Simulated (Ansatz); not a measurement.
```yaml
crystal:
  periodic: [false, false, false]
  atoms:
    - {symbol: C, position_ang: [0.000000, 0.000000, 0.000000]}
    - {symbol: S, position_ang: [0.000000, 0.000000, 1.683300]}
basis:
  gaussian: {orbitals: def2-TZVP}
total_charge: 1
magnetization: {spin_polarized: true, initial_magnetization: 1}
hamiltonian: {xc: pbe0}
relax: {f_tol: 0.004, max_steps: 80}
```

```sh
$ ansatz run in.yaml --threads 1 --pin off --events-out ev --progress --plain --max-ram 2176MiB
```

Steps of the relaxation (energy above the last step; positions in Å, forces in eV/Å):

```
2
step 1, 906.9 meV
C     0.000    0.000    0.000    0.000    0.000    7.219
S     0.000    0.000    1.683    0.000    0.000   -7.219
```

```
2
step 2, 230.5 meV
C     0.000    0.000    0.055    0.000    0.000    4.616
S     0.000    0.000    1.628    0.000    0.000   -4.616
```

```
2
step 3, 199.9 meV
C     0.000    0.000    0.136    0.000    0.000   -5.969
S     0.000    0.000    1.547    0.000    0.000    5.969
```

```
2
step 5, 0.0 meV
C     0.000    0.000    0.100    0.000    0.000    0.032
S     0.000    0.000    1.583    0.000    0.000   -0.032
```

```
2
step 6, 0.0 meV
C     0.000    0.000    0.101    0.000    0.000    0.000
S     0.000    0.000    1.583    0.000    0.000    0.000
```

Close pairs at the end: C1–S2 1.482 Å.

A stationary point of unrestricted PBE0 after 6 steps, with ⟨S²⟩ = 0.810 against 0.75 for a pure state. 15 s on 1 thread of Arm Neoverse N1, shared host.
